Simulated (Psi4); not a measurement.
# C2H4Si (ethynylsilane) at CCSD/6-311+G(d,p)

Aim: the vertical ionisation energy of C2H4Si (ethynylsilane) at CCSD/6-311+G**, from 2 runs. 

Program for the calculation: Psi4 1.11.

### Step 1. The system as given

C2H4Si: 7 atoms, total charge 0, spin state singlet. SMILES: `C#C[SiH3]`. The coordinates come from a PBE0-D4/def2-TZVP relaxation.

Bond lengths: C1–C2 1.206 Å, C2–Si3 1.823 Å, C1–H4 1.066 Å, Si3–H5 1.483 Å, Si3–H6 1.483 Å, Si3–H7 1.483 Å. Angles: C1–C2–Si3 180.0°, C2–C1–H4 180.0°, C2–Si3–H5 109.3°, C2–Si3–H6 109.3°, C2–Si3–H7 109.3°, H5–Si3–H6 109.6°, H5–Si3–H7 109.6°, H6–Si3–H7 109.6°.

### Step 2. A single-point energy at CCSD/6-311+G(d,p)

The input, input.json:

```json
{
  "schema_name": "qcschema_input",
  "schema_version": 1,
  "molecule": {
    "schema_name": "qcschema_molecule",
    "schema_version": 2,
    "symbols": ["C", "C", "Si", "H", "H", "H", "H"],
    "geometry": [-1.09736396, -3.53643347, 0.32541084, -0.41290516, -1.37288603, 0.11791891, 0.62323168, 1.89785195, -0.19615357, -1.70264324, -5.44902528, 0.50890325, -0.17857912, 2.88806844, -2.69285973, -0.53233585, 3.43571107, 1.842294, 3.41643586, 2.0085899, 0.00831479],
    "molecular_charge": 0,
    "molecular_multiplicity": 1,
    "fix_symmetry": "c1",
    "fix_com": true,
    "fix_orientation": true
  },
  "driver": "energy",
  "model": {
    "method": "ccsd",
    "basis": "6-311+G**"
  },
  "keywords": {
    "puream": true,
    "e_convergence": 1e-09,
    "d_convergence": 1e-08,
    "scf_type": "pk",
    "num_frozen_docc": 7
  }
}
```

Started as:

```console
$ psi4 --qcschema input.json -n 1 --memory 1600MB
```

stdout:

```text
[...]
  Running in c1 symmetry.
[...]
  Nuclear repulsion =   83.047890723121355
[...]
  Multiplicity = 1
[...]
  Nalpha       = 15
  Nbeta        = 15
[...]
    Number of basis functions: 98
[...]
   @RHF iter   1:  -366.87691677961044   -9.65018e-01   3.71744e-03 ADIIS/DIIS
[...]
   @RHF iter  10:  -366.96076446847758   -2.04636e-11   4.70018e-09 DIIS
[...]
    Orbital Energies [Eh]
    ---------------------
    Doubly Occupied:
       1A    -68.795126     2A    -11.247274     3A    -11.224825
       4A     -6.141122     5A     -4.248674     6A     -4.247993
       7A     -4.247992     8A     -1.031970     9A     -0.783908
      10A     -0.716044    11A     -0.559952    12A     -0.500848
      13A     -0.500826    14A     -0.405054    15A     -0.405051
[...]
  @RHF Final Energy:  -366.96076446847758
   => Energetics <=
    Nuclear Repulsion Energy =             83.0478907231213554
    One-Electron Energy =                -669.9039893551090472
    Two-Electron Energy =                 219.8953341635101140
    Total Energy =                       -366.9607644684775778
[...]
 Multipole Moments:
 ------------------------------------------------------------------------------------
     Multipole            Electronic (a.u.)      Nuclear  (a.u.)        Total (a.u.)
 ------------------------------------------------------------------------------------
 L = 1.  Multiply by 2.5417464519 to convert [e a0] to [Debye]
 Dipole X            :         -0.7163272            0.6665064           -0.0498207
 Dipole Y            :         -0.1554635           -0.0026456           -0.1581091
 Dipole Z            :          0.4347546           -0.4195192            0.0152354
 Magnitude           :                                                    0.1664714
[...]
      * MP2 total energy                      = -367.331016386190242
[...]
      * CCSD total energy                     = -367.363300079024100
[...]
```

The result, in JSON:

```text
{
 "driver": "energy",
 "model": {
  "method": "ccsd",
  "basis": "6-311+G**"
 },
 "success": true,
 "return_result": -367.3633000790241,
 "properties": {
  "calcinfo_nbasis": 98,
  "calcinfo_nmo": 98,
  "calcinfo_nalpha": 15,
  "calcinfo_nbeta": 15,
  "calcinfo_natom": 7,
  "nuclear_repulsion_energy": 83.04789072312136,
  "return_energy": -367.3633000790241,
  "scf_one_electron_energy": -669.903989355109,
  "scf_two_electron_energy": 219.8953341635101,
  "scf_dipole_moment": [-0.049820727196542736, -0.1581091058462713, 0.015235443358581291],
  "scf_total_energy": -366.9607644684776,
  "scf_iterations": 10,
  "mp2_same_spin_correlation_energy": -0.08052008139849015,
  "mp2_opposite_spin_correlation_energy": -0.289731836314674,
  "mp2_singles_energy": -5.080970769322648e-25,
  "mp2_doubles_energy": -0.3702519177131641,
  "mp2_correlation_energy": -0.3702519177131641,
  "mp2_total_energy": -367.33101638619024,
  "ccsd_same_spin_correlation_energy": -0.07096494447459911,
  "ccsd_opposite_spin_correlation_energy": -0.3315706660724469,
  "ccsd_singles_energy": 0.0,
  "ccsd_doubles_energy": -0.402535610547046,
  "ccsd_correlation_energy": -0.4025356105470469,
  "ccsd_total_energy": -367.3633000790241,
  "ccsd_iterations": 15
 }
}
```

Wall time 19 s (1 thread of Intel Xeon 6975P-C (Granite Rapids), shared host); peak memory 0.91 GiB.

### Step 3. The doublet cation at the same level

The input, c2h4si.in:

```
memory 1600 mb

molecule mol {
  1 2
  C     -0.580700    -1.871400     0.172200
  C     -0.218500    -0.726500     0.062400
  Si     0.329800     1.004300    -0.103800
  H     -0.901000    -2.883500     0.269300
  H     -0.094500     1.528300    -1.425000
  H     -0.281700     1.818100     0.974900
  H      1.807900     1.062900     0.004400
  symmetry c1
}

set globals {
  reference uhf
  puream true
  e_convergence 1e-09
  d_convergence 1e-08
  scf_type pk
  num_frozen_docc 7
  maxiter 200
}

result, w = energy('ccsd/6-311+G**', return_wfn=True)
```

Started as:

```console
$ psi4 -n 1 c2h4si.in c2h4si.out
```

c2h4si.out:

```text
[...]
  Running in c1 symmetry.
[...]
  Nuclear repulsion =   83.047890735857266
[...]
  Multiplicity = 2
[...]
  Nalpha       = 15
  Nbeta        = 14
[...]
    Number of basis functions: 98
[...]
   @UHF iter   1:  -366.46655758047922   -5.54663e-01   3.40642e-03 DIIS/ADIIS
[...]
   @UHF iter  21:  -366.61131358613136   -2.04636e-12   5.30086e-09 DIIS
[...]
   @S^2 Observed:                7.554518969E-01
[...]
    Orbital Energies [Eh]
    ---------------------
    Alpha Occupied:
       1A    -68.992916     2A    -11.592786     3A    -11.572854
       4A     -6.340862     5A     -4.448715     6A     -4.447007
       7A     -4.446877     8A     -1.404893     9A     -1.062164
      10A     -0.987640    11A     -0.800839    12A     -0.797226
      13A     -0.753010    14A     -0.674775    15A     -0.665112
    Alpha Virtual:
      16A     -0.149580    17A     -0.124788    18A     -0.097101
      19A     -0.067341    20A     -0.056818    21A     -0.053008
      22A     -0.051694    23A     -0.014873    24A     -0.011041
      25A     -0.006988    26A      0.020323    27A      0.022251
[...]
  @UHF Final Energy:  -366.61131358613136
   => Energetics <=
    Nuclear Repulsion Energy =             83.0478907358572656
    One-Electron Energy =                -662.3037755796378860
    Two-Electron Energy =                 212.6445712576493179
    Total Energy =                       -366.6113135861313594
  UHF NO Occupations:
  HONO-2 :   13  A 1.9992836
  HONO-1 :   14  A 1.9989535
[...]
 Multipole Moments:
 ------------------------------------------------------------------------------------
     Multipole            Electronic (a.u.)      Nuclear  (a.u.)        Total (a.u.)
 ------------------------------------------------------------------------------------
 L = 1.  Multiply by 2.5417464519 to convert [e a0] to [Debye]
 Dipole X            :         -1.0410494            0.4931733           -0.5478760
 Dipole Y            :         -3.2557494            1.5559807           -1.6997687
 Dipole Z            :          0.2850033           -0.1496803            0.1353230
 Magnitude           :                                                    1.7910037
[...]
      * MP2 total energy                      = -366.924854605877215
[...]
      * CCSD total energy                     = -366.971106220898378
[...]
```

Run time: 76 s. Hardware: 1 thread of Intel Xeon 6975P-C (Granite Rapids), shared host; peak memory 0.97 GiB.

### Step 4. Results

At CCSD/6-311+G**, 7 core orbitals frozen:

| quantity | value |
| --- | --- |
| singlet C2H4Si: total energy | -367.36330 Eh |
| singlet C2H4Si: HOMO energy (Hartree–Fock orbitals) | -11.02 eV |
| singlet C2H4Si: LUMO energy (Hartree–Fock orbitals) | 1.40 eV |
| singlet C2H4Si: HOMO–LUMO gap (Hartree–Fock orbitals) | 12.42 eV |
| singlet C2H4Si: correlation energy (7 core orbitals frozen) | -402.5 mEh |
| singlet C2H4Si: T1 diagnostic | 0.013 |
| doublet cation: total energy | -366.97111 Eh |
| doublet cation: HOMO energy (Hartree–Fock orbitals) (highest over α and β) | -17.94 eV |
| doublet cation: LUMO energy (Hartree–Fock orbitals) (lowest over α and β) | -8.14 eV |
| doublet cation: correlation energy (7 core orbitals frozen) | -359.8 mEh |
| doublet cation: ⟨S²⟩ of the reference determinant | 0.755 |
| doublet cation: T1 diagnostic | 0.043 |
| vertical ionisation energy (to the doublet cation) | 10.672 eV |

The vertical ionisation energy comes to 10.67 eV (246 kcal/mol).
